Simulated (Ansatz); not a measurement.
`C=C=CCN` and `C=C=CN` differ in one atom or group.

Ansatz, PBE0-D4/def2-TZVP geometries, multiplicity 1. Each molecule was computed in one conformer, which needn't be the lowest.

```json
{"property": "size of the dipole moment (B3LYP/def2-TZVPP) / D", "`C=C=CCN`": "1.27"}
{"property": "HOMO energy (B3LYP/def2-TZVPP) / eV", "`C=C=CCN`": "-6.75"}
{"property": "HOMO energy (PBE/def2-TZVPP) / eV", "`C=C=CCN`": "-5.50"}
{"property": "HOMO energy (PBE0/def2-TZVPP) / eV", "`C=C=CCN`": "-6.98"}
{"property": "zero-point energy (PBE0-D4/def2-TZVP) / kJ/mol", "`C=C=CCN`": "268.6"}
{"property": "HOMO energy (ωB97M-V/def2-TZVPP) / eV", "`C=C=CCN`": "-9.34"}
```

Q: Give the same properties after the change, and the shifts. (An estimate is asked.)

A: Ansatz gave: 
```tsv
property	`C=C=CN`	shift
size of the dipole moment (B3LYP/def2-TZVPP) / D	1.37	0.10
HOMO energy (B3LYP/def2-TZVPP) / eV	-5.82	0.93
HOMO energy (PBE/def2-TZVPP) / eV	-4.84	0.66
HOMO energy (PBE0/def2-TZVPP) / eV	-6.02	0.96
zero-point energy (PBE0-D4/def2-TZVP) / kJ/mol	193.4	-75.2
HOMO energy (ωB97M-V/def2-TZVPP) / eV	-8.22	1.12
```

With PBE0 the HOMO rises by 0.96 eV and the LUMO falls by 0.22 eV, so the gap narrows by about 1.18 eV. PBE moves the HOMO by 0.66 eV and ωB97M-V by 1.12 eV. The zero-point energy changes by -75.2 kJ/mol with -9 modes. Dipoles are sizes alone; their direction can turn.

Positive LUMOs are unbound, so they and the gaps depend on the basis.

B3LYP here is the variant with VWN-RPA as its local correlation; programs differ in this.
